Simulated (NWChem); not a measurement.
System: Be

Input file for NWChem:

```
start job
memory heap 200 mb stack 900 mb global 1100 mb
geometry units angstroms noautosym nocenter noautoz
  Be     0.000000     0.000000     0.000000
end
basis spherical
  Be library aug-cc-pvdz
end
dft
  xc xcamb88 1.00 lyp 0.81 vwn_5 0.19 hfexch 1.00
  cam 0.33 cam_alpha 0.19 cam_beta 0.46
  iterations 150
end
property
  response 1 0.0
end
task dft property
```

Static field.

Problem. Give the results of this calculation. (CAM-B3LYP/aug-cc-pVDZ.) Quantities: basis functions; isotropic polarisability (bohr³); anisotropy (bohr³).

Solution. The number of basis functions is 23, the isotropic polarisability (bohr³) is 42.5 and the anisotropy (bohr³) is 0.0.
